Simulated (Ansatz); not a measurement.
**C₂H₅Al: a reaction path by the nudged elastic band**

Aim: the minimum-energy path between two given structures and its highest point. Both ends were relaxed at PBE0-D4 in triple zeta.

Program: Ansatz 0.2.0, Gaussian basis. Level of theory: PBE0-D4/def2-SVP. These are calculated values, not measurements.

16 further runs of the same task are left out: 16 set aside as unsound or not needed.

### 1 Where the work starts

The first end: 8 atoms, charge 0, spin multiplicity 1.

Atoms are counted from 1 here; the program's logs count them from 0.

Bond lengths: Al1–H2 1.596 Å, Al1–H3 1.592 Å, Al1–H4 1.592 Å, C5–C6 1.204 Å, C5–H7 1.067 Å, C6–H8 1.066 Å. Angles: H2–Al1–H3 118.6°, H2–Al1–H4 118.6°, H3–Al1–H4 118.9°, C6–C5–H7 176.3°, C5–C6–H8 178.4°.

Coordinates:

```mol
C2H5Al
  3D, bonds by distance, orders not assigned

  8  6  0  0  0  0  0  0  0  0999 V2000
   -0.8500   -0.7210   -0.2789 Al  0  0
   -0.8407   -1.4118    1.1598 H   0  0
   -0.1363   -1.4711   -1.4888 H   0  0
   -1.9795    0.3544   -0.6005 H   0  0
    0.8848    1.0146   -0.2618 C   0  0
    0.9818    0.5781    0.8563 C   0  0
    0.8502    1.4458   -1.2376 H   0  0
    1.0896    0.2110    1.8516 H   0  0
  1  2  8  0
  1  3  8  0
  1  4  8  0
  5  6  8  0
  5  7  8  0
  6  8  8  0
M  END
```

The second end:

```xyz
8
C2H5Al
Al   -0.8524   -0.5465   -1.0830
H    -0.3493    0.2042    1.7393
H    -0.8049   -0.8334   -2.6438
H    -2.1453   -0.8855   -0.2244
C     0.6484    0.2281   -0.1326
C     0.5534    0.4488    1.1824
H     1.5892    0.5035   -0.6094
H     1.3609    0.8810    1.7716
```

### 2 The band at PBE0-D4/def2-SVP

neb/in.yaml

```yaml
crystal:
  periodic: [false, false, false]
  atoms:
    - {symbol: Al, position_ang: [-0.850020, -0.720991, -0.278891]}
    - {symbol: H, position_ang: [-0.840666, -1.411801, 1.159795]}
    - {symbol: H, position_ang: [-0.136291, -1.471064, -1.488795]}
    - {symbol: H, position_ang: [-1.979517, 0.354424, -0.600503]}
    - {symbol: C, position_ang: [0.884823, 1.014582, -0.261782]}
    - {symbol: C, position_ang: [0.981828, 0.578063, 0.856284]}
    - {symbol: H, position_ang: [0.850228, 1.445839, -1.237614]}
    - {symbol: H, position_ang: [1.089614, 0.211047, 1.851606]}
basis:
  gaussian: {orbitals: def2-SVP}
hamiltonian: {xc: pbe0, dispersion: d4}
neb:
  images: 5
  climbing: true
  max_iterations: 40
  initial_path: idpp
  final_atoms:
    - {symbol: Al, position_ang: [-0.852424, -0.546526, -1.082960]}
    - {symbol: H, position_ang: [-0.349315, 0.204161, 1.739283]}
    - {symbol: H, position_ang: [-0.804896, -0.833406, -2.643840]}
    - {symbol: H, position_ang: [-2.145329, -0.885532, -0.224392]}
    - {symbol: C, position_ang: [0.648407, 0.228146, -0.132584]}
    - {symbol: C, position_ang: [0.553430, 0.448829, 1.182432]}
    - {symbol: H, position_ang: [1.589224, 0.503469, -0.609437]}
    - {symbol: H, position_ang: [1.360904, 0.880959, 1.771599]}
```

Run with:

```
> ansatz run in.yaml --threads 2 --pin off --events-out ev --progress --plain --max-ram 4352MiB
```

Before running it: what results should come out? Wanted: from earlier runs: barrier over the separately found saddle, CCSD(T)/def2-TZVPP.

As calculated:

```
                                                                       quantity                                                  value
                                                PBE0-D4/def2-SVP, 16 iterations  highest 22.2 kJ/mol (image 1), last end -180.8 kJ/mol
from earlier runs: barrier over the separately found saddle, CCSD(T)/def2-TZVPP                                            48.1 kJ/mol
```

The highest image lies 22.2 kJ/mol above the first end, and it climbed, so it estimates the saddle. The ends are not quite minima at this level (largest force component 0.75 eV/Å), so the heights are unreliable: relaxing the first end would lower it and raise the barrier above it. The highest image is 25.9 kJ/mol below the CCSD(T) barrier in triple zeta, which comes from separate runs on the saddle.
